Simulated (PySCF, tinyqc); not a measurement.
Inside a calculation. Method: RHF in the sto-6g basis, for CH+, spin multiplicity 1. The lowest restricted solution is unstable here: a spin-polarised one lies 0.0085 hartree lower (PySCF). One step of it, computed by the program tinyqc.

Task: Iteration 1: diagonalisation and new density. Diagonalise F' = X^T F X, C = X C', fill 3 alpha and 3 beta electrons from the bottom; D = 2 C_occ C_occ^T; the new density keeps 0.5 of the old one (damping). Each column has its largest component positive (the first on a tie).

Fock matrix F (hartree), lower triangle:
```
,1C 1s,1C 2s,1C 2px,1C 2py,1C 2pz,2H 1s
1C 1s,-12.794755
1C 2s,-2.767871,-1.812440
1C 2px,0.127672,-0.003926,-0.886514
1C 2py,-0.033768,-0.009193,-0.140961,-0.833438
1C 2pz,0.085957,-0.076852,0.162983,-0.066991,-0.868175
2H 1s,-0.267615,-0.397927,0.031108,-0.121224,-0.391486,-0.451146
```

X, lower triangle:
```
,1C 1s,1C 2s,1C 2px,1C 2py,1C 2pz,2H 1s
1C 1s,1.023748
1C 2s,-0.130323,1.055501
1C 2px,0.000000,0.000000,1.000000
1C 2py,0.000000,0.000000,0.000000,1.000000
1C 2pz,-0.004254,0.034582,0.000000,0.000000,1.037018
2H 1s,0.015887,-0.152901,0.000000,0.000000,-0.164391,1.068118
```

D at the start, lower triangle:
```
,1C 1s,1C 2s,1C 2px,1C 2py,1C 2pz,2H 1s
1C 1s,1.072892
1C 2s,-1.244044,1.474681
1C 2px,-0.351214,0.211227,1.316596
1C 2py,0.108775,-0.238186,0.573231,1.100760
1C 2pz,-0.365621,0.543099,-0.662871,0.087617,0.981938
2H 1s,0.453191,-0.560967,0.000356,0.809405,0.207774,0.815911
```

overlap S, lower triangle:
```
,1C 1s,1C 2s,1C 2px,1C 2py,1C 2pz,2H 1s
1C 1s,1.000000
1C 2s,0.243228,1.000000
1C 2px,0.000000,0.000000,1.000000
1C 2py,0.000000,0.000000,0.000000,1.000000
1C 2pz,0.000000,0.000000,0.000000,0.000000,1.000000
2H 1s,0.022663,0.268024,0.000000,0.000000,0.294932,1.000000
```

Give: F' = X^T F X; orbital energies; coefficients C; D after iteration 1.

Result:

F' = X^T F X (hartree), lower triangle:
```
,1,2,3,4,5,6
1,-12.710
2,-1.049,-1.371
3,0.131,-0.020,-0.887
4,-0.035,0.011,-0.141,-0.833
5,0.101,-0.057,0.163,-0.050,-0.816
6,-0.063,-0.133,0.009,-0.118,-0.219,-0.316
```

orbital energies (hartree): MO1 -12.809, MO2 -1.311, MO3 -1.057, MO4 -0.941, MO5 -0.605, MO6 -0.209

coefficients C:
```
,MO1,MO2,MO3,MO4,MO5,MO6
1C 1s,1.008,-0.213,-0.021,0.048,0.037,0.029
1C 2s,-0.035,1.004,0.118,-0.237,-0.120,-0.250
1C 2px,-0.011,0.000,0.781,0.114,0.613,-0.033
1C 2py,0.003,0.036,0.324,0.747,-0.560,-0.144
1C 2pz,-0.010,0.221,-0.513,0.517,0.532,-0.492
2H 1s,0.009,0.002,-0.029,0.252,0.047,1.061
```

D after iteration 1, lower triangle:
```
,1C 1s,1C 2s,1C 2px,1C 2py,1C 2pz,2H 1s
1C 1s,1.597
1C 2s,-0.873,1.760
1C 2px,-0.203,0.198,1.269
1C 2py,0.043,-0.045,0.540,0.657
1C 2pz,-0.229,0.433,-0.732,-0.115,0.803
2H 1s,0.236,-0.282,-0.022,0.395,0.119,0.409
```
